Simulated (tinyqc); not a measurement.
MP2 on RHF in the sto-3g basis, frozen core, for OH-, spin multiplicity 1, step by step. The basis has no diffuse functions, so it cannot describe the extra electron: this is an exercise in the method, not the real anion. One step of it, computed by the program tinyqc.

Question. Orthogonalisation. S = U s U^T; symmetric (Loewdin) form X = U s^(-1/2) U^T, so that X^T S X = 1.

overlap S, lower triangle:
```
           1O 1s     1O 2s    1O 2px    1O 2py    1O 2pz     2H 1s
1O 1s   1.000000
1O 2s   0.236704  1.000000
1O 2px  0.000000  0.000000  1.000000
1O 2py  0.000000  0.000000  0.000000  1.000000
1O 2pz  0.000000  0.000000  0.000000  0.000000  1.000000
2H 1s   0.039238  0.391410  0.000000  0.000000  0.344096  1.000000
```

Give: eigenvalues of S; X.

Answer.

eigenvalues of S: 0.4586  0.8397  1.0000  1.0000  1.1348  1.5669

X, lower triangle:
```
          1O 1s    1O 2s  1O 2px  1O 2py   1O 2pz   2H 1s
1O 1s    1.0229
1O 2s   -0.1305   1.0976
1O 2px   0.0000   0.0000  1.0000
1O 2py   0.0000   0.0000  0.0000  1.0000
1O 2pz  -0.0067   0.0651  0.0000  0.0000   1.0559
2H 1s    0.0208  -0.2433  0.0000  0.0000  -0.2098  1.1291
```
